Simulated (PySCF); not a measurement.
# Basis-set dependence of population analyses: `CC[PH](=O)CC`

Species: C₄H₁₁OP.
Z-matrix (Å and degrees, PBE0-D3(BJ)/def2-SVP geometry), rows numbered from 1:
```
C 
C   1  1.5208
P   2  1.8221  1  115.75
O   3  1.4964  2  114.76  1  -175.23
C   3  1.8235  2  106.80  1    57.73
C   5  1.5228  3  111.07  2   175.10
H   1  1.1006  2  111.95  3   -65.05
H   1  1.1002  2  110.89  3   175.18
H   1  1.1017  2  111.57  3    55.68
H   2  1.1032  1  112.02  3   121.45
H   2  1.1027  1  111.69  3  -119.86
H   3  1.4349  2  102.13  1   -49.50
H   5  1.1028  3  109.50  2   -60.52
H   5  1.1039  3  105.98  2    54.85
H   6  1.1014  5  111.46  3    65.60
H   6  1.0999  5  111.20  3  -174.17
H   6  1.0996  5  110.07  3   -53.64
```

PBE0 throughout (PySCF), one geometry, spherical d and f functions. Geometry: PBE0-D3(BJ)/def2-SVP, one conformer, isolated molecule. Atoms taken as equivalent share a column and are averaged. The first 7 of 8 kinds of atom are listed.

Mulliken charges (e):

```
        basis  functions   C1/C6   C2/C5      P3      O4  H7 (×6)  H10/H13  H11/H14
       STO-3G         45  -0.237  -0.288  +0.834  -0.497   +0.082   +0.079   +0.082
        6-31G         80  -0.496  -0.635  +1.006  -0.673   +0.186   +0.212   +0.221
       6-31G*        110  -0.541  -0.556  +0.843  -0.588   +0.192   +0.204   +0.213
     def2-SVP        143  -0.083  -0.289  +0.621  -0.531   +0.059   +0.079   +0.087
6-311+G(2d,p)        236  -0.617  -0.324  +0.801  -0.582   +0.162   +0.166   +0.177
    def2-TZVP        258  -0.384  -0.265  +0.505  -0.547   +0.135   +0.130   +0.135
```

IAO charges (e):

| basis | functions | C1/C6 | C2/C5 | P3 | O4 | H7 (×6) | H10/H13 | H11/H14 |
| --- | --- | --- | --- | --- | --- | --- | --- | --- |
| STO-3G | 45 | -0.394 | -0.449 | +1.055 | -0.636 | +0.135 | +0.133 | +0.136 |
| 6-31G | 80 | -0.431 | -0.492 | +1.195 | -0.852 | +0.154 | +0.161 | +0.167 |
| 6-31G* | 110 | -0.412 | -0.508 | +1.382 | -0.908 | +0.145 | +0.150 | +0.156 |
| def2-SVP | 143 | -0.401 | -0.502 | +1.380 | -0.903 | +0.142 | +0.147 | +0.153 |
| 6-311+G(2d,p) | 236 | -0.425 | -0.519 | +1.419 | -0.941 | +0.150 | +0.155 | +0.161 |
| def2-TZVP | 258 | -0.424 | -0.524 | +1.436 | -0.942 | +0.150 | +0.155 | +0.161 |

Hirshfeld charges (e):

```tsv
basis	functions	C1/C6	C2/C5	P3	O4	H7 (×6)	H10/H13	H11/H14
STO-3G	45	-0.042	-0.072	+0.533	-0.394	+0.016	+0.014	+0.015
6-31G	80	-0.095	-0.096	+0.422	-0.454	+0.041	+0.046	+0.050
6-31G*	110	-0.094	-0.095	+0.370	-0.416	+0.041	+0.048	+0.052
def2-SVP	143	-0.110	-0.104	+0.414	-0.409	+0.042	+0.046	+0.050
6-311+G(2d,p)	236	-0.111	-0.115	+0.393	-0.414	+0.045	+0.052	+0.055
def2-TZVP	258	-0.114	-0.113	+0.387	-0.407	+0.045	+0.052	+0.055
```

Some averages cover members that differ in this geometry, most widely: H7 (×6), Mulliken in 6-311+G(2d,p) +0.147 to +0.195; C1/C6, Mulliken in 6-311+G(2d,p) -0.640 to -0.594; H7 (×6), Mulliken in 6-31G +0.174 to +0.218; H7 (×6), Mulliken in def2-TZVP +0.120 to +0.160 e.

Question: Which scheme is steadiest as the basis changes?

Answer: Largest range over the bases for any column: Hirshfeld 0.16 e, IAO 0.38 e, Mulliken 0.53 e. Hirshfeld charges move least and Mulliken charges most, counted in e. Without the minimal STO-3G basis the ranges are Hirshfeld 0.05, IAO 0.24, Mulliken 0.53 e.

Question: How much do the charges still move between the two largest bases, 6-311+G(2d,p) and def2-TZVP?

Answer: At most, over all atoms: Mulliken 0.296 e, IAO 0.017 e, Hirshfeld 0.006 e.

Question: What do the same runs give for the total energy, the frontier levels and the dipole moment?

Answer: 
| basis | energy (Eh) | HOMO (eV) | LUMO (eV) | μ (D) |
| --- | --- | --- | --- | --- |
| STO-3G | -568.3844 | -2.29 | 7.33 | 2.93 |
| 6-31G | -575.0576 | -7.03 | 1.88 | 4.83 |
| 6-31G* | -575.2153 | -7.24 | 1.80 | 4.17 |
| def2-SVP | -574.9580 | -7.28 | 1.37 | 4.10 |
| 6-311+G(2d,p) | -575.3315 | -7.57 | -0.01 | 4.38 |
| def2-TZVP | -575.3575 | -7.53 | 0.81 | 4.26 |

The dipole is fixed by the density alone, so its range of 1.90 D shows that the density itself changes with the basis, not only its division among atoms.
